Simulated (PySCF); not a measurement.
# C5H7N: the cost of one run

Programs: PySCF 2.14.0, with density-fitted response routines of our own. Each step states its level of theory. These are calculated values for one molecule in the gas phase, unless marked as measured. Atoms are numbered from 0 throughout.

## Step 1: The molecule as given

13 atoms, charge 0, multiplicity 1; geometry from: MMFF94s.

Bonds of the start (Å): C0–N1 1.29, N1–C2 1.47, C2–C3 1.57, C3–C4 1.41, C4–C5 1.31, C4–C2 1.41, C0–H6 1.10, C0–H7 1.10, C2–H8 1.08, C3–H9 1.08, C3–H10 1.08, C5–H11 1.08, C5–H12 1.08.

## Step 2: Relaxing the molecule at PBE0-D3(BJ)/def2-SVP

Job settings and geometry (Å):

```
{"job": {"xc": "PBE0", "basis": "def2-SVP", "d3": "d3bj", "grid": 1, "kind": "geom"}, "charge": 0, "multiplicity": 1}
C      2.255495     0.337736     0.082551
N      1.434442    -0.595137     0.425408
C      0.213713    -0.682165    -0.382853
C     -1.044228    -1.246850     0.363918
C     -0.907673     0.097467    -0.027096
C     -1.464247     1.288394    -0.043701
H      3.196198     0.472541     0.638801
H      2.066759     1.028337    -0.756648
H      0.326443    -0.955866    -1.426551
H     -1.730270    -1.862434    -0.198923
H     -0.948507    -1.468497     1.417447
H     -0.956602     2.135836    -0.489109
H     -2.441524     1.450639     0.396758
```

Launch:

```console
> OMP_NUM_THREADS=1 python probes_run.py task.json out
```

This one command runs all jobs of the session in turn.

**Question.** How long does this first job take on 1 thread of Arm Neoverse V2, shared host, and how much memory does it need?

About 45 s, with a peak of 0.5 GiB.
